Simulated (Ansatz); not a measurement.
# SiHF (triplet): wave-function methods side by side at a displaced geometry (v2), cc-pVDZ

The task here is to estimate one member of a computed series from the others.

Computed with Ansatz 0.2.0, Gaussian basis. Level: cc-pVDZ, core rule «outside noble gas», up to 6 orbitals frozen.

The runs, in order: UHF; CCSD(T) on ROHF; CCSD(T) on UHF; BCCD(T) on ROHF; CISD; CCSDT(Q) on ROHF; CCSDT(Q) on UHF.

37 further runs of the same task are left out: 14 for a known fault of the program, 12 that didn't finish, 11 set aside as unsound or not needed.

### The geometry

The geometry is a PBE0/def2-TZVP stationary point (not a proven minimum) with its atoms shifted at random (size 0.100 Å).

3 atoms, charge 0, spin multiplicity 3.

Atoms are counted from 1 here; the program's logs count them from 0.

Bond lengths: Si1–F2 1.604 Å, Si1–H3 1.477 Å. Angles: F2–Si1–H3 113.7°.

Set-up of the first run:

Contents of in.yaml:

```yaml
crystal:
  periodic: [false, false, false]
  atoms:
    - {symbol: Si, position_ang: [0.066982, -0.102501, 0.609703]}
    - {symbol: F, position_ang: [-0.097892, 0.090048, -0.974186]}
    - {symbol: H, position_ang: [-0.021271, 1.158827, 1.373252]}
basis:
  gaussian: {orbitals: cc-pVDZ}
magnetization: {spin_polarized: true, initial_magnetization: 2}
hamiltonian: {xc: hf}
output: {orbitals: {seedname: orbitals}}
```

Started as:

```sh
> ansatz run in.yaml --threads 1 --pin off --events-out ev --progress --plain --max-ram 2393MiB
```

Among the steps run: UHF; CCSD(T) on ROHF; CCSD(T) on UHF; BCCD(T) on ROHF; CISD; CCSDT(Q) on ROHF; CCSDT(Q) on UHF.

One of the session's tables, all rows but one given; the rest of the session is left out.

It belongs to the step «Misses and costs». 

| method | from UCCSDT(Q) (meV) |
| --- | --- |
| ROHF | +7431.8 |
| UHF | +7385.7 |
| RMP2 | +584.2 |
| UMP2 | +576.6 |
| CISD | +589.3 |
| RCCSD | ? |
| UCCSD | +159.5 |
| RCCSD(T) | +31.3 |
| UCCSD(T) | +30.9 |
| BCCD(T) | +28.0 |
| RCCSDT | +14.5 |
| UCCSDT | +14.2 |
| RCCSDT(Q) | +2.5 |
| UCCSDT(Q) | 0 |

Q: Estimate the row for RCCSD from the others.

As computed: from UCCSDT(Q) (meV): +160.4. In the column «from UCCSDT(Q) (meV)» it lies between UCCSD (+159.5) and UMP2 (+576.6).

To keep in mind: Restricted and unrestricted rows rest on different reference determinants; where their highest levels disagree by more than a few hundredths of an eV, they describe different states and don't form one ladder.
